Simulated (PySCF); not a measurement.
Computed with B3LYP-D3(BJ)/def2-TZVP in PySCF. Isolated molecules, 0 K electronic values unless said otherwise. B3LYP has the VWN-RPA correlation part, as in Gaussian. 

Reference species (SMILES): `[OH+]` (lower triplet) (charge +1, multiplicity 3).

```
Quantity                           Value
-----------------------------  ---------
highest occupied spin orbital  -25.12 eV
```

Changed species: `C#C[S+]` (lower triplet) (S, X = ethynyl, multiplicity 3; the reference has O, X = H, multiplicity 3).

### Question
Give the shifts of the highest occupied spin orbital.

### Answer
the highest occupied spin orbital goes up by 10.27 eV, to -14.85 eV.
